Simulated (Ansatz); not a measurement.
# B2HSi: the cost of one run

Computed with Ansatz 0.2.0, Gaussian basis. Level: def2-QZVPP, all electrons in the functionals.

The runs, in order: PBE, BLYP, r2SCAN, B97M-V, PBE0, B3LYP, at charge 0, quartet; charge 0, doublet; charge 0, sextet; charge 1, triplet; charge 1, quintet.

**1. The geometry**

The geometry is a PBE0/def2-TZVP stationary point (not a proven minimum).

4 atoms, charge 0, spin multiplicity 4.

Atoms are counted from 1 here; the program's logs count them from 0.

Bond lengths: B1–Si2 1.995 Å, B1–B3 1.731 Å, Si2–B3 1.946 Å, B3–H4 1.188 Å. Angles: Si2–B1–B3 62.5°, B1–Si2–B3 52.1°, B1–B3–Si2 65.4°, B1–B3–H4 134.1°, Si2–B3–H4 160.5°.

Coordinates:

```
B     0.00000   -1.10228   -0.76021
Si    0.00000    0.15102    0.79227
B     0.00000    0.59469   -1.10205
H     0.00000    1.23632   -2.10178
```

No dispersion term is added; B97M-V holds VV10 nonlocal correlation. B3LYP takes the VWN-RPA correlation.

The geometry shown and the zero of energy belong to the point charge 0, quartet. The yardstick, UCCSD(T), and other wave-function levels (R restricted, U unrestricted, valence and pair active spaces) come from earlier runs.

**2. PBE, charge 0, quartet**

in.yaml

```yaml
crystal:
  periodic: [false, false, false]
  atoms:
    - {symbol: B, position_ang: [0.000000, -1.102278, -0.760213]}
    - {symbol: Si, position_ang: [0.000000, 0.151019, 0.792273]}
    - {symbol: B, position_ang: [0.000000, 0.594686, -1.102049]}
    - {symbol: H, position_ang: [0.000000, 1.236325, -2.101784]}
basis:
  gaussian: {orbitals: "def2-QZVPP.json"}
magnetization: {spin_polarized: true, initial_magnetization: 3}
hamiltonian: {xc: {name: PBE}}
output: {orbitals: {seedname: orbitals}}
```

Launch:

```bash
> ansatz run in.yaml --threads 1 --pin off --events-out ev --progress --plain --max-ram 2393MiB
```

**Question.** How long does this run take on 1 thread of Arm Neoverse V2, shared host, and how much memory does it need?

About 17 s, with a peak of 0.46 GiB.
